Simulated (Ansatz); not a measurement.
Cost and result for the atomization energy of C3H6O2, SMILES `COCC=O` (11 atoms, 10 bonds).

Cartesian coordinates in Å:
```
C 1.2741 -0.0266 -0.8805
O -0.0679 0.3815 -1.0223
C -0.7207 0.5802 0.1810
C -1.0908 -0.6627 0.9485
O -0.8318 -1.7853 0.6222
H 1.6958 -0.0791 -1.8836
H 1.8451 0.7064 -0.2937
H 1.3509 -1.0091 -0.4070
H -0.1463 1.2256 0.8720
H -1.6564 1.1164 -0.0243
H -1.6521 -0.4474 1.8878
```

Total charge 0; spin multiplicity 1. All single points use the PBE0-D4/def2-TZVP geometry. It is one conformer, not always the lowest. Program: Ansatz. All runs use 4 threads of an INTEL XEON PLATINUM 8581C on a shared host. Times are those of one run each, without the atoms' runs, and a repeat can differ threefold. Electronic energies, without spin–orbit coupling; frozen cores. CCSD(T)/CBS adds CCSD(T) − MP2 in def2-TZVPP to the MP2 limit, and its time is that of the two runs behind it. T1 = 0.013. B3LYP takes the VWN-RPA correlation (the form of Gaussian; ORCA's B3LYP/G).

CCSD(T)/CBS is a level of theory with its own doubt, some kJ/mol a heavy atom from the limit and from the frozen cores, so smaller differences don't rank the functionals.

| level | functions | wall time | atomization (kcal/mol) | difference from CCSD(T)/CBS | per bond |
| --- | --- | --- | --- | --- | --- |
| PBE0-D4/def2-TZVPP | 239 | 1.4 s | 1061.2 | 5.4 | 0.5 |
| PBE-D4/def2-TZVPP (with forces) | 239 | 1.4 s | 1089.2 | 33.4 | 3.3 |
| r2SCAN-D4/def2-TZVPP (with forces) | 239 | 2.2 s | 1059.8 | 4.0 | 0.4 |
| B3LYP-D4/def2-TZVPP (with forces) | 239 | 2.3 s | 1056.9 | 1.1 | 0.1 |
| B2PLYP/def2-TZVPP | 239 | 3.2 s | 1047.0 | -8.8 | -0.9 |
| ωB97X-V/def2-TZVPP | 239 | 3.4 s | 1058.2 | 2.4 | 0.2 |
| ωB97M-V/def2-TZVPP (with forces) | 239 | 4.8 s | 1059.6 | 3.8 | 0.4 |
| MP2/def2-QZVPP | 465 | 15 s | 1067.3 | 11.5 | 1.2 |
| CCSD(T)/def2-TZVPP | 239 | 70 s | 1029.1 | -26.7 | -2.7 |
| CCSD(T)/CBS(def2) | – | 84 s | 1055.8 | 0.0 | 0.0 |

The D4 term adds +6.6 kcal/mol with B3LYP and +3.4 kcal/mol with PBE0; it sums over pairs of atoms, weighted by their polarisabilities, and B3LYP, whose exchange is more repulsive, gets the larger term. From PBE to PBE0 (25 % exact exchange), in def2-TZVPP and without D4, the atomization energy moves by −27.4 kcal/mol: exact exchange takes away binding that semilocal exchange gives to molecules. In def2-TZVPP, CCSD(T) changes the Hartree–Fock value by +281.3 kcal/mol (the triples alone add +17.8 kcal/mol) and MP2 by +303.8 kcal/mol; breaking electron pairs costs correlation energy, which Hartree–Fock lacks.
